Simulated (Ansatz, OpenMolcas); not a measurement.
## AlO (oxoaluminum): the electronic atomisation energy, rung by rung

The species is AlO (2 atoms), meant as a doublet with charge 0. As SMILES, `[O]=[Al]`. The shape is that of a PBE0-D4/def2-TZVP optimisation.

```xyz
2

O     0.0000    0.0000   -0.0249
Al    0.0000    0.0000    1.5950
```

Each level gives the electronic atomisation energy (eV). The values are calculated. Electronic energies at fixed atoms, without zero-point motion or spin-orbit coupling.

```json
{"level": "UPBE/def2-TZVPPD", "kind": "GGA", "program": "Ansatz", "value (eV)": "5.70", "CPU time (all runs)": "9.9 s"}
{"level": "U-r2SCAN0/def2-TZVPPD", "kind": "hybrid meta-GGA", "program": "Ansatz", "value (eV)": "4.89", "CPU time (all runs)": "31 s"}
{"level": "UB3LYP/def2-TZVPPD", "kind": "global hybrid", "program": "OpenMolcas", "value (eV)": "5.21", "CPU time (all runs)": "29 s"}
{"level": "UHSE06/def2-TZVPPD", "kind": "range-separated hybrid", "program": "Ansatz", "value (eV)": "5.07", "CPU time (all runs)": "12 s"}
{"level": "UB2PLYP/def2-TZVPPD", "kind": "double hybrid", "program": "Ansatz", "value (eV)": "5.24", "CPU time (all runs)": "18 s"}
{"level": "RPA@PBE0/def2-TZVPPD", "kind": "RPA", "program": "Ansatz", "value (eV)": "4.77", "CPU time (all runs)": "11 s"}
{"level": "ROCCSD(T)/def2-TZVPPD", "kind": "coupled cluster or CI", "program": "OpenMolcas", "value (eV)": "4.94", "CPU time (all runs)": "26 s"}
{"level": "UBCCD(T)/def2-TZVPPD", "kind": "coupled cluster or CI", "program": "Ansatz", "value (eV)": "4.11", "CPU time (all runs)": "34 s"}
```

The values span 4.11 to 5.70 eV. Spin contamination of the reference (⟨S²⟩ at least 0.1 too high) touches UBCCD(T)/def2-TZVPPD. The coupled-cluster rows rest on a doubtful reference here (large T1 or Brueckner and Hartree–Fock orbitals at odds), and rows may lie in different states. In so small a basis fixed costs decide the times, and correlated methods can beat functionals. CPU times are rough (shared hosts, several kinds of processor and program).
